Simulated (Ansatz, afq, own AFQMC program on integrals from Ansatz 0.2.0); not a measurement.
AlSiH, triplet in 6-31G along one coordinate

```yaml
atoms:
  - { symbol: Si, position_ang: [0.0000, 0.0000, 2.0886] }
  - { symbol: Al, position_ang: [0.0000, 0.0000, -0.2449] }
  - { symbol: H, position_ang: [0.0000, 0.0000, -1.8437] }
```

All coordinates are scaled about the centre. Energies in kcal/mol count from this geometry (1.000) at the same level; the start stands on UHF, each point on the determinant named.

Basis 6-31G. Noble-gas cores (and the filled d shells of Ga–Kr and In–Xe) are frozen. Integrals, coupled cluster, full CI and functionals: Ansatz 0.2.0; the random walks run on the same integrals in our own AFQMC program. The CISD trial takes its coefficients from CCSD amplitudes. Released means that phaseless walkers are propagated on without the constraint, phases kept. Error bars are statistical, one sigma.

Cautions, each for one point or more: a spin-contaminated unrestricted determinant lies lower; cluster runs in doubt by the program's own checks; lower spins were not checked; strong correlation; the ph-AFQMC/CISD walk drifts between its halves; unrestricted determinant spin contaminated.

```json
{"scale of all distances": "0.869", "det.": "UHF", "T1": "0.020", "weight": "0.92", "⟨S²⟩": "2.01", "CCSD(T)": "38.7", "ph-AFQMC/CISD": "38.7 ± 0.1", "FCI": "39.0", "CCSDT(Q)": "39.0", "CCSD": "38.3", "PBE0": "33.5"}
{"scale of all distances": "1.114", "det.": "UHF", "T1": "0.054", "weight": "0.86", "⟨S²⟩": "2.02", "CCSD(T)": "0.8", "ph-AFQMC/CISD": "0.7 ± 0.09", "FCI": "0.5", "CCSDT(Q)": "0.5", "CCSD": "1.0", "PBE0": "4.8"}
{"scale of all distances": "1.316", "det.": "UHF", "T1": "0.055", "weight": "0.84", "⟨S²⟩": "2.13", "CCSD(T)": "22.3", "ph-AFQMC/CISD": "22.2 ± 0.09", "FCI": "21.9", "CCSDT(Q)": "21.9", "CCSD": "22.1", "PBE0": "32.9"}
{"scale of all distances": "1.478", "det.": "UHF", "T1": "0.070", "weight": "0.79", "⟨S²⟩": "2.39", "CCSD(T)": "38.6", "ph-AFQMC/CISD": "38.8 ± 0.08", "FCI": "38.4", "CCSDT(Q)": "38.5", "CCSD": "38.0", "PBE0": "54.5"}
{"scale of all distances": "1.769", "det.": "ROHF", "T1": "0.044", "weight": "0.81", "⟨S²⟩": "pure", "CCSD(T)": "59.7", "ph-AFQMC/CISD": "60.4 ± 0.07", "FCI": "59.9", "CCSDT(Q)": "59.9", "CCSD": "59.0", "PBE0": "82.0§"}
{"scale of all distances": "2.029", "det.": "UHF", "T1": "0.089", "weight": "0.64", "⟨S²⟩": "2.87", "CCSD(T)": "72.3", "ph-AFQMC/CISD": "72.8 ± 0.1", "FCI": "72.4", "CCSDT(Q)": "72.4", "CCSD": "71.4", "PBE0": "95.9§"}
{"scale of all distances": "2.412", "det.": "UHF", "T1": "0.051", "weight": "0.69", "⟨S²⟩": "2.96", "CCSD(T)": "82.1", "ph-AFQMC/CISD": "82.6 ± 0.1", "FCI": "82.3", "CCSDT(Q)": "82.3", "CCSD": "81.0", "PBE0": "105.6§"}
```

Weight is that of the determinant in the CISD state; at the start T1 is 0.033 and the weight 0.90, and ⟨S²⟩ is 2.01. § marks a functional whose ⟨S²⟩ is too high by over 0.1. Largest departures from full CI: CCSD(T) 0.4 kcal/mol at 1.316 (on UHF), ph-AFQMC/CISD 0.6 kcal/mol at 1.769 (on ROHF), CCSDT(Q) 0.0 kcal/mol at 1.478 (on UHF), CCSD -1.3 kcal/mol at 2.412 (on UHF), PBE0 16.1 kcal/mol at 1.478. Functionals count only at points shown to share the start's state and spin. In this small basis the wave-function levels are far from their limit, so their gap to the functionals isn't the functionals' error. In total energy ph-AFQMC/CISD lies 17.0 ± 2.2 meV above full CI at the start, so its agreement along the curve rests in part on cancellation.

Some points may be missing: those where a free walk finds a much lower state, and past Zn most of those on another determinant than at the start.

CCSDT and higher add their correlation energy to the determinant of the CCSD(T) run, since their own runs factorise the integrals more tightly (a shift of under 2 meV). A walk keeps the symmetry of its determinant, which the program's search chose and which needn't be the lowest solution, so a lower state of the same spin and another symmetry isn't excluded.
